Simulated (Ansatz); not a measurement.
Process, species as SMILES: S (H2S) → [SH-] + H+
B3LYP-D3(BJ)/def2-TZVP geometries, fixed; electronic energies without zero-point terms.

Energies in hartree at r2SCAN with Ansatz (an electronic-structure program); the deprotonation energy is their sum with the coefficients shown, times 627.509 kcal/mol a hartree; the bare proton counts zero. All functions are spherical. No added dispersion term, no relativity.

| species | coefficient | part | aug-cc-pV(D+d)Z | aug-cc-pV(T+d)Z | aug-cc-pV(Q+d)Z |
|---|---|---|---|---|---|
| S (H2S) | -1 | r2SCAN | -399.36690 | -399.38101 | -399.38491 |
| [SH-] | +1 | r2SCAN | -398.80265 | -398.81403 | -398.81758 |

Question: Predict the deprotonation energy in aug-cc-pV(5+d)Z (X = 5): let each r2SCAN step shrink by the ratio of the last two. Compare with the run.

Answer: 
- S (H2S): steps -0.01411 and -0.00390, ratio 0.276, so r2SCAN -399.38599 (run: -399.38732).
- [SH-]: steps -0.01138 and -0.00355, ratio 0.312, so r2SCAN -398.81869 (run: -398.81989).
Predicted 355.99 kcal/mol; the run in aug-cc-pV(5+d)Z gives 356.07, a miss of -0.08. Keeping the value in aug-cc-pV(Q+d)Z, 356.00, would miss by -0.06. All sums are of the energies as printed.
